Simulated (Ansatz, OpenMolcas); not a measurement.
PF3 (phosphorus trifluoride): the energy, rung by rung

PF3: 4 atoms, total charge 0, spin state singlet. SMILES: `FP(F)F`. The coordinates come from a PBE0-D4/def2-TZVP relaxation.

```xyz
4

F     0.8344   -0.6632    0.8745
P    -0.2975    0.3146    0.3923
F    -1.0619   -0.6965   -0.5369
F     0.5250    1.0452   -0.7300
```

Quantity: the energy change with the P2–F3 bond stretched from 1.572 to 2.358 Å, in eV. The values are calculated.

```csv
level,kind,program,value (eV),less FCI/STO-3G,CPU time (all runs)
revPBE/STO-3G (restricted),GGA,Ansatz,2.00,+0.04,2.7 s
wB97M-V/STO-3G (restricted),range-separated hybrid,Ansatz,3.16,+1.20,45 s
wB97X/STO-3G (restricted),range-separated hybrid,Ansatz,3.10,+1.14,11 s
RPA@PBE/STO-3G (restricted),RPA,Ansatz,1.71,-0.25,4.8 s
"CASPT2(2,2)/STO-3G",multireference,OpenMolcas,1.91,-0.05,3.2 s
CCSD(T)/STO-3G (restricted),coupled cluster or CI,Ansatz,1.95,-0.01,0.6 s
CCSDTQ/STO-3G (restricted),coupled cluster or CI,Ansatz,1.96,0.00,49 s
FCI/STO-3G,exact in the basis,Ansatz,1.96,0.00,2.7 s
```

FCI/STO-3G is exact within its basis and frozen core, so for wave-function methods in that basis the difference is their error; functionals converge differently with the basis, so for them it is only a difference. The first shape isn't each level's own minimum. The values span 1.71 to 3.16 eV. All rows use very small basis sets, so even the best lies far from the true value. Times are those of the runs behind each value, whatever else they computed, on shared processors of several kinds: orders of magnitude only.
